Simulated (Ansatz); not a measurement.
## Worked example: correlation energy of C$_{3}$H$_{7}$Cl, singlet

Geometry: MP2(full)/6-31G*, from the G2/97 set.

```yaml
atoms:
  - { symbol: C, position_ang: [1.0494, -0.6518, 0.0000] }
  - { symbol: C, position_ang: [2.5224, -0.2546, 0.0000] }
  - { symbol: C, position_ang: [0.1568, 0.5735, 0.0000] }
  - { symbol: H, position_ang: [0.8205, -1.2616, 0.8792] }
  - { symbol: H, position_ang: [0.8205, -1.2616, -0.8792] }
  - { symbol: H, position_ang: [3.1622, -1.1404, 0.0000] }
  - { symbol: Cl, position_ang: [-1.5760, 0.1303, 0.0000] }
  - { symbol: H, position_ang: [2.7717, 0.3382, -0.8847] }
  - { symbol: H, position_ang: [2.7717, 0.3382, 0.8847] }
  - { symbol: H, position_ang: [0.3296, 1.1864, 0.8865] }
  - { symbol: H, position_ang: [0.3296, 1.1864, -0.8865] }
```

Basis STO-3G; Ansatz 0.2.0. Only valence electrons are correlated (noble-gas cores frozen), which leaves 26 electrons in 23 orbitals. Prefix R: restricted or restricted open-shell reference.

Full CI isn't at hand for all of this; RCCSDTQ serves as the reference, and is uncertain by about the last step of the cluster series.

Runs differ by some tens of microhartree through their thresholds, so steps under 0.03 kcal/mol mean nothing.

| level | total energy (hartree) |
| --- | --- |
| RHF | -570.885574 |
| RMP2 | -571.049965 |
| RCCSD | -571.104077 |
| RCCSD(T) | -571.105428 |
| RCCSDT | -571.105731 |
| RCCSDT(Q) | -571.105924 |
| RCCSDTQ | -571.105950 |

Q: What is the correlation energy at RCCSDTQ, and what share of it do RMP2 and RCCSD recover?

A: E(corr) = -571.105950 − (-570.885574) = -0.220376 hartree = -5.997 eV. RMP2: -0.164391 / -0.220376 = 74.60 %. RCCSD: -0.218503 / -0.220376 = 99.15 %.

Q: By how many kcal/mol does RCCSD(T) miss RCCSDTQ (1 hartree = 627.509 kcal/mol), and which steps make up the rest?

A: -571.105428 − (-571.105950) = 0.000522 hartree = 0.33 kcal/mol. Steps: RCCSDT − RCCSD(T) = -0.19, RCCSDT(Q) − RCCSDT = -0.12, RCCSDTQ − RCCSDT(Q) = -0.02 kcal/mol. That is within 1 kcal/mol of the reference in this basis, which itself misses far more of the correlation at the basis-set limit.
